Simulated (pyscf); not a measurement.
This saddle point was located with ωB97X-D3(BJ)/def2-SVP in PySCF.

```
Si
N 1 1.7142
H 2 1.0326 1 109.15
H 1 1.4841 2 118.97 3 173.91
H 1 1.4921 4 114.95 2 175.06
N 1 1.8696 4 103.15 5 108.66
H 6 1.0195 1 122.62 4 26.51
H 6 1.0204 7 110.35 1 167.93
H 1 1.6815 4 98.99 5 -104.59
```

Surface: singlet, charge 0. Lowest wavenumbers (cm⁻¹): 1030i, 404, 422, 502, 543.

Task: Name the species on either side of this saddle.

Result: H₂N–NH–SiH₃ ⇌ H₂N–SiH₂–NH₂, a concerted two-bond exchange read from left to right: N–N, H–Si broken and N–Si, H–N formed. At CCSD(T)/def2-TZVPP + ΔMP2(QZVPP) it lies +252.0 kJ/mol from the left side and +500.1 kJ/mol from the right (each side as separated species at their lowest minima found). One saddle was located; it need not be the lowest between these sides. A restricted solution here is unstable towards spin polarisation, so biradical character is likely and single-reference numbers are less safe. The CCSD(T) − MP2 part came from Ansatz, without density fitting, on the same reference. The largest closed-shell T1 diagnostic is 0.036, which may signal static correlation.
